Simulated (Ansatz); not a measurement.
Ideal-gas functions of `CC(=O)F` at 298.15 K and 1 bar, from an Ansatz frequency run at PBE0-D4/def2-TZVP.

Molar mass 62.04 g/mol, point group Cs (symmetry number 1), electronic degeneracy 1, moments of inertia 45.408, 51.687, 93.978 u Å². Harmonic wavenumbers (cm⁻¹, unscaled): 128, 418, 577, 609, 862, 1009, 1066, 1219, 1396, 1459, 1466, 1940, 3075, 3145, 3194.

Use S(trans) = R[1.5 ln M + 2.5 ln T − 1.1517]; rotational temperatures θ = 24.2544 K / I; S(rot) = R[ln(√π/σ · √(T³/θAθBθC)) + 1.5]; for each mode x = 1.438777 ν̃/T, S = R[x/(eˣ − 1) − ln(1 − e⁻ˣ)] and H = RT x/(eˣ − 1); 1 cm⁻¹ = 0.0119627 kJ/mol; R = 8.31446 J/(mol·K).

Question: By hand: the entropy, in J/(mol·K).

Answer: Translation 160.3. Rotation: θ = 0.5341, 0.4693, 0.2581 K, giving 99.7. Vibration, mode by mode: 12.45, 3.76, 2.05, 1.82, 0.68, 0.38, 0.30, 0.16, 0.08, 0.06, 0.06, 0.01, 0.00, 0.00, 0.00, in all 21.8. Electronic 0.0. Sum 281.8 J/(mol·K).

Question: By hand: H − E and G − E in kJ/mol, counted from the electronic energy.

Answer: Zero-point energy ½ × 21563 × 0.0119627 = 129.0; thermal vibration 3.8; translation, rotation and pV give 4 RT = 9.9. H − E = 142.7 kJ/mol, and G − E = 142.7 − 298.15 × 281.8/1000 = 58.7 kJ/mol.

Vibration gives 8 % of the entropy, 12.5 J/(mol·K) of it from the mode under 150 cm⁻¹: soft modes count most, and the harmonic formula is weakest for them.
